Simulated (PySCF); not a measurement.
# One molecule, a ladder of functionals, a line

Molecule: SMILES C[BH2-][NH3+], CH8BN.

Bonds (- single, = double, # triple, : aromatic): C1-B2 1.611 Å, B2-N3 1.646 Å. C1 carries H4, H5, H6; B2 carries H7, H8; N3 carries H9, H10, H11. Formal charges: B2 -1, N3 +1.

GIAO shieldings (ppm, equivalent atoms averaged) in PySCF on the PBE0-D3(BJ)/def2-SVP geometry, basis pcSseg-2, gas phase, non-relativistic:

```csv
functional,exact exchange (%),σ(B2)
BLYP,0,107.3
BP86,0,111.5
PBE,0,111.0
B3LYP,20,111.8
PBE0,25,116.1
BHandHLYP,50,117.2
HF,100,125.3
```

Question: Fit each shielding as a line in the percentage of exact exchange.

Answer: σ(B2) = 110.1 + 0.15 x (rms 1.6 ppm). The functionals also differ in their semilocal parts, which the line can't hold; Hartree–Fock has no correlation at all.

Question: What does the line predict for mPW1PW91 (25 %), and what does the run give?

Answer: σ(B2): 113.8 predicted, 115.9 computed ppm.
